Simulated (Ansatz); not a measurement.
C2H4F2 (`CC(F)F`) at its PBE0-D4/def2-TZVP geometry, where that method's forces vanish. The species carries charge 0 and has multiplicity 1.

```xyz
8

C    -0.2765   -0.6132    0.4055
C     0.2825    0.5810   -0.3037
F    -0.7212    1.3137   -0.8577
F     1.0961    0.1878   -1.3209
H    -0.8371   -1.2257   -0.3021
H    -0.9404   -0.2902    1.2080
H     0.5349   -1.2047    0.8308
H     0.8619    1.2512    0.3401
```

**Question.** What forces (eV/Å) does PBE-D4/def2-TZVPP give on these atoms in Ansatz 0.2.0? (An estimate is asked.)

**Answer.** Ansatz gave: 
```
C1  -0.017 -0.055  0.065
C2   0.052 -0.120  0.497
F3  -0.614  0.462 -0.296
F4   0.525 -0.243 -0.586
H5  -0.114 -0.128 -0.134
H6  -0.133  0.044  0.169
H7   0.147 -0.130  0.098
H8   0.153  0.171  0.186
```
